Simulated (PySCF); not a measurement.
Working out the ionisation energy of Ne

Ne [Ne] (1S) → Ne+ [He] 2s2 2p5 (2P). Calculation: PySCF 2.14, in aug-cc-pwCVDZ; the non-relativistic Hamiltonian (point nucleus). Frozen: 1s2. Energies in hartree (1 hartree = 27.21139 eV):

```json
{"part": "UHF", "Ne (lower)": "-128.496354", "Ne+ (upper)": "-127.767046"}
{"part": "CCSD correlation", "Ne (lower)": "-0.220778", "Ne+ (upper)": "-0.164199"}
{"part": "(T)", "Ne (lower)": "-0.003168", "Ne+ (upper)": "-0.001804"}
```

Problem. What does Hartree-Fock give?

Solution. (-127.767046) − (-128.496354) = 0.729308 hartree = 19.845 eV.

Problem. What do CCSD and CCSD(T) give?

Solution. The CCSD correlation energies differ by 0.056579 hartree = 1.540 eV and the triples by 0.001364 hartree = 0.037 eV, so CCSD gives 21.385 eV and CCSD(T) 21.422 eV.

Measured between the centres of the two terms (NIST): 21.597 eV, so CCSD(T) (valence) is off by -0.175 eV.

A double-zeta basis recovers only part of the correlation energy.

What remains against the reference includes basis incompleteness, the frozen core and higher excitations.
